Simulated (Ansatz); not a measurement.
Cohesive energy of some hcp solids

Method: BLYP in Ansatz (PAW). References are measured values corrected to a static lattice or taken at low temperature (these still hold zero-point motion).

Values in eV/atom.

```tsv
solid	reference	BLYP	error (eV/atom)
hcp Cd	1.18*	0.09	-1.09
hcp Ru	6.8*	5.76	-1.04
hcp Co	4.47*	4.10	-0.37
hcp Zn	1.38*	0.35	-1.03
hcp Mg	1.51	0.71	-0.80
hcp Y	4.42*	3.24	-1.18
hcp Sc	3.93*	3.23	-0.70
hcp Be	3.32	2.99	-0.33
```

Over these 8 solids the mean error is -0.82 eV/atom, the mean absolute error 0.82 eV/atom (median 0.91 eV/atom), and the worst case hcp Y at -1.18 eV/atom; the value is below the reference in 8 of 8 cases.

A star marks references brought to a static lattice; the others are low-temperature values that still hold zero-point motion, which matters most for light elements.

Differences are worked out from the printed values.

Free atoms are spin-polarised, in the lowest state found; at levels without +SOC their spin–orbit coupling is left out. Each level is taken at its own relaxed cell. Caveats: the cell is over a tenth larger than the published one: the level's own overestimate first of all, though another phase or state, or a fault of the published cell, is possible (hcp Cd, hcp Zn). Ansatz's density-functional and Hartree–Fock values are scalar-relativistic unless marked +SOC, with PAW data made under PBE.

Ansatz's runs of these crystals have no spin polarisation, but for hcp Co.

Density-functional runs with spin start from parallel moments for hcp Co.

Not in this set, of the hcp solids with a reference value in our tables and a result at some level: 5 for the spin–orbit terms of free Br, In, Sn, Te, I and atoms past barium, a cut that leaves lighter open-shell atoms' terms in the errors; 2 for a doubt noted on the run at BLYP; 1 for sources at odds. These can be a level's best or worst cases. Solids without a released value at any level aren't counted. Layered and molecular crystals are counted apart. The metals Ce to Yb are counted apart.

References as tabulated in Jana et al. (2018), arXiv:1807.00350; Kittel's textbook; Mejia-Rodriguez and Trickey (2018), arXiv:1807.09216.

Ansatz is a program for electronic structure.
